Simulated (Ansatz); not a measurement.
# Heat of formation of SiH (SMILES [SiH]) from total energies

The species is SiH (2 atoms), meant as a doublet with charge 0. SMILES: `[SiH]`. The coordinates come from a PBE0-D4/def2-TZVP relaxation.

```xyz
2

Si    0.0000    0.0000   -0.0076
H     0.0000    0.0000    1.5241
```

Total energies at RPA@PBE/6-311G**, 5 core orbitals frozen (Ansatz 0.2.0); the atoms run unrestricted:

```
species    state  energy (Eh)
    SiH  doublet  -289.573511
     Si  triplet  -288.949712
      H  doublet    -0.513593
```

Harmonic wavenumbers at UPBE0-D4/def2-TZVP, in cm⁻¹: 2024.

Measured heats of formation of the gaseous atoms at 298.15 K, in kJ/mol: Si 450.0, H 218.0. Spin-orbit lowering of the atoms at 298 K (mean of the ground term's levels less their thermal mean, from spectra), in kJ/mol: Si 0.44. Take 1 Eh = 2625.50 kJ/mol, 1 cm⁻¹ = 0.0119627 kJ/mol, RT = 2.479 kJ/mol.

Task: Work out the heat of formation of the gas at 298 K.

Result: 
1. Electronic atomisation energy: (-288.949712) + (-0.513593) − (-289.573511) = 0.110206 Eh = 289.3 kJ/mol.
2. Zero-point energy: half the sum of the wavenumbers, 1012 cm⁻¹ = 12.1 kJ/mol.
3. Thermal vibrational enthalpy, Σ hcν̃/(exp(hcν̃/kT) − 1): 0.0 kJ/mol. Translation, rotation and pV of a linear molecule: 3.5 RT = 8.7 kJ/mol.
4. The 2 free atoms carry 5/2 RT each: 12.4 kJ/mol.
5. Spin-orbit coupling lowers the free atoms by 0.44 = 0.4 kJ/mol.
6. Atomisation enthalpy at 298 K: 289.3 − 0.4 − 12.1 − 0.0 − 8.7 + 12.4 = 280.5 kJ/mol.
7. Sum of the atoms' heats of formation: 668.0 kJ/mol. Heat of formation: 668.0 − 280.5 = +387.5 kJ/mol.

No measured value is set beside it here. Anharmonicity and any spin-orbit splitting of the molecule are left out, and so is core correlation.
